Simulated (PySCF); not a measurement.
# `CN(C)[P-]CP`: 4 charge schemes on one density

C3H10NP2 (charge -1).
Z-matrix (Å and degrees, GFN2-xTB geometry), rows numbered from 1:
```
C 
N   1  1.4410
C   2  1.4420  1  111.26
P   2  1.7694  1  115.76  3   135.27
C   4  1.8642  2   94.90  1   127.30
P   5  1.8544  4  117.14  2   -58.60
H   1  1.1003  2  109.36  3    64.21
H   1  1.1032  2  113.30  3   -56.00
H   1  1.0883  2  108.64  3  -176.62
H   3  1.0883  2  108.84  1   175.59
H   3  1.1002  2  109.42  1   -65.32
H   3  1.1033  2  113.17  1    54.96
H   5  1.0996  4  112.00  2    63.16
H   5  1.0970  4  106.99  2  -179.47
H   6  1.3873  5   96.95  4   -41.86
H   6  1.3862  5   94.02  4    49.96
```

Density: PBE0/pcSseg-1 (PySCF); schemes: Mulliken, IAO, Hirshfeld and ESP-fitted. Geometry: GFN2-xTB, one conformer, isolated ion. The pcSseg-1 basis has no diffuse functions, a weakness for an anion. The HOMO energy is positive at this level (+1.06 eV), so the outermost electrons may be held by the finite basis alone.

Problem. Which atoms carry the lowest charge in the Mulliken, IAO, Hirshfeld and ESP-fitted schemes?

Solution. The schemes don't all agree: Mulliken N2 (-0.713); IAO C5 (-0.588); Hirshfeld P4 (-0.330); ESP-fitted P4 (-0.898).

Problem. Which atoms carry the highest charge in the Mulliken, IAO, Hirshfeld and ESP-fitted schemes?

Solution. The schemes don't all agree: Mulliken H13 (+0.117); IAO H9 (+0.143); Hirshfeld H10 (+0.017); ESP-fitted N2 (+0.254).

Problem. Tabulate the Mulliken, IAO, Hirshfeld and ESP-fitted charges.

Solution. In e:

```
atom                     environment  Mulliken     IAO  Hirshfeld  ESP-fitted
  C1                 N-methyl carbon    -0.038  -0.291     -0.101      +0.048
  N2    nitrogen bonded to 2 C and P    -0.713  -0.419     -0.142      +0.254
  C3                 N-methyl carbon    -0.026  -0.289     -0.102      -0.281
  P4    phosphorus bonded to C and N    -0.176  -0.277     -0.330      -0.898
  C5  sp3 carbon bound to phosphorus    -0.607  -0.588     -0.198      -0.004
  P6            phosphine phosphorus    -0.015  +0.062     -0.078      -0.624
  H7                 methyl hydrogen    +0.052  +0.093     +0.005      -0.078
  H8                 methyl hydrogen    +0.043  +0.077      0.000      +0.005
  H9                 methyl hydrogen    +0.086  +0.143     +0.012      -0.041
 H10                 methyl hydrogen    +0.086  +0.138     +0.017      +0.078
 H11                 methyl hydrogen    +0.048  +0.092     +0.004      +0.021
 H12                 methyl hydrogen    +0.034  +0.079     -0.003      +0.033
 H13              methylene hydrogen    +0.117  +0.112     -0.001      +0.044
 H14              methylene hydrogen    +0.109  +0.125     +0.004      +0.147
 H15                    P–H hydrogen    -0.024  -0.037     -0.050      +0.158
 H16                    P–H hydrogen    +0.026  -0.019     -0.037      +0.138
```

Mean size of the charges over all atoms: ESP-fitted 0.178 e, IAO 0.178 e, Mulliken 0.137 e, Hirshfeld 0.068 e. Each set sums to the total charge, -1, to within 0.001 e. The Hirshfeld scheme weights the molecular density at each point by an atom's share of the summed free-atom densities.

Problem. How closely do the schemes follow one another over all atoms?

Solution. Correlation coefficient and root-mean-square difference: Mulliken with IAO 0.85, 0.125 e; IAO with Hirshfeld 0.80, 0.160 e; Mulliken with Hirshfeld 0.65, 0.190 e; Hirshfeld with ESP-fitted 0.60, 0.248 e; IAO with ESP-fitted 0.12, 0.346 e; Mulliken with ESP-fitted -0.04, 0.383 e.

Problem. Sum the charges by element, for elements with more than one atom.

Solution. 
```tsv
element	atoms	Mulliken	IAO	Hirshfeld	ESP-fitted
C	3	-0.671	-1.168	-0.401	-0.237
P	2	-0.192	-0.215	-0.408	-1.522
H	10	+0.575	+0.803	-0.049	+0.505
```

Problem. How many electrons does the Hirshfeld scheme count on P4?

Solution. Z − q = 15 − (-0.330) = 15.330.
